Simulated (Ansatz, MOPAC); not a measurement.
Species: methanethiol, CH₄S, net charge 0, singlet state. SMILES: CS

Atoms: C1, S2, H3, H4, H5, H6. Bonds: C1-S2, C1-H4, C1-H5, C1-H6, S2-H3.

Bond lengths (Å) and angles (degrees) optimised at PM6 with MOPAC; HF/STO-3G with Ansatz (a quantum-chemistry and plane-wave program); B3LYP/LANL2DZ with Ansatz, each started from the B3LYP-D3(BJ)/def2-TZVP structure (Ansatz) of the last column. A row stands for all coordinates that are equal there. No wavenumbers were computed at HF/STO-3G, B3LYP/LANL2DZ, so these may be saddle points.

```
coordinate    PM6  HF/STO-3G  B3LYP/LANL2DZ  B3LYP-D3(BJ)/def2-TZVP
----------  -----  ---------  -------------  ----------------------
C1-S2       1.808      1.798          1.897                   1.823
C1-H4       1.099      1.085          1.092                   1.089
C1-H5       1.095      1.087          1.092                   1.088
S2-H3       1.348      1.331          1.380                   1.343
S2-C1-H4    108.0      108.5          105.8                   106.2
S2-C1-H5    112.0      112.2          110.5                   111.3
C1-S2-H3     99.4       95.4           97.0                    97.1
H4-C1-H5    107.9      107.8          109.6                   108.8
H5-C1-H6    109.0      108.1          110.7                   110.3
```

Mean signed difference of all 5 bond lengths from B3LYP-D3(BJ)/def2-TZVP: PM6 0.003 Å, HF/STO-3G -0.009 Å, B3LYP/LANL2DZ 0.025 Å.
